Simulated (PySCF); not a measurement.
# C4H4NO: g tensor and hyperfine couplings

C₄H₄NO (doublet state).
Cartesian coordinates in Å at the GFN2-xTB level; atoms count from 1:
```xyz
10
C4H4NO angstrom
C      1.047   -0.902    0.410
C      0.154    0.052   -0.189
C      0.665    1.393   -0.328
N      1.079    2.453   -0.427
C     -1.341   -0.057   -0.021
O     -0.725   -0.380   -1.218
H      1.991   -0.584    0.804
H      0.795   -1.944    0.393
H     -1.925    0.858   -0.007
H     -1.730   -0.885    0.561
```

The hyperfine couplings belong to this conformer and change with its torsions.

Identity: `C1[C@](O1)([CH2])C#N` [radical].

Method: UKS B3LYP, pcH-1 on C H N O, non-relativistic, mean-field spin-orbit, GIAO in PySCF 2.14.0. Geometry: GFN2-xTB, one conformer, isolated molecule. Couplings are sensitive to structure, and on GFN2-xTB geometries they can be far from those on DFT ones. The SCF solution wasn't tested for stability.

```json
{
 "g1, g2, g3": "2.00239, 2.00281, 2.00309",
 "g_iso": "2.00276",
 "Form of g": "rhombic: the two nearest values differ by 40 % of g3 − g1",
 "⟨S²⟩": "0.7558 (exact 0.7500)",
 "HOMO–LUMO gap, α and β orbitals": "6.43, 5.73 eV",
 "Total energy": "-284.69191 Eh",
 "Basis functions": "190"
}
```

Hyperfine couplings atom by atom, in mT; T1 to T3 are the principal values of the dipolar part; ρ(0) is the spin density at the nucleus (MHz turned into mT with g_iso):

```tsv
atom	isotope	a_iso	T1	T2	T3	Mulliken spin population	ρ(0) (bohr⁻³)
C1	13C	2.94	-2.76	-2.73	5.48	1.02	0.0733
C2	13C	-1.61	-0.27	0.04	0.23	-0.11	-0.0400
C3	13C	0.36	-0.04	-0.01	0.05	0.01	0.0090
N4	14N	-0.01	-0.04	0.00	0.04	-0.01	-0.0010
C5	13C	1.95	-0.46	-0.45	0.90	0.12	0.0485
O6	17O	-0.05	-1.11	0.53	0.58	0.07	0.0023
H7	1H	-2.19	-1.33	-0.02	1.35	-0.04	-0.0138
H8	1H	-2.15	-1.29	-0.04	1.33	-0.05	-0.0135
H9	1H	0.52	-0.22	-0.07	0.29	0.01	0.0032
H10	1H	-0.28	-0.25	-0.04	0.29	0.00	-0.0018
```

The largest Mulliken spin populations are on C1 (+1.02), C5 (+0.12), C2 (-0.11) and O6 (+0.07). C1 is the only atom above +0.15. The positive populations add up to 1.22 and the negative ones to -0.22, together 2S = 1. The angles at C1 add up to 359.8°, so it is planar; its axial dipolar tensor and the negative couplings of its protons fit spin in a p orbital normal to that plane.

Axes: g2 points within 11° of the C2–C5 bond.

Under fast tumbling the dipolar parts average out, and these isotropic splittings remain: 2 × 1H (H7/H8, I = 1/2, 3 lines) with 2.17 mT, 1 × 1H (H9, I = 1/2, 2 lines) with 0.52 mT and 1 × 1H (H10, I = 1/2, 2 lines) with 0.28 mT.

Class means assume fast exchange of nuclei equivalent by connectivity; if that motion is slow, each nucleus keeps its own coupling.

The 13C coupling of C1 (82.4 MHz) shows only in satellite lines or after enrichment, since that isotope makes up about 1.07 % of natural carbon.

The spin density at the nucleus, in bohr⁻³, is negative for C2 (-0.0400), H7/H8 (-0.0136) and H10 (-0.0018), for instance. A restricted open-shell determinant has no negative spin density anywhere; here it arises because α and β orbitals differ (spin polarisation).

The run took 21 s of wall time (grids of density and orbitals included) on Arm Neoverse V2, one thread, no GPU, shared host with 96 logical CPUs at a one-minute load of 22, and the process peaked at 0.67 GiB of memory.
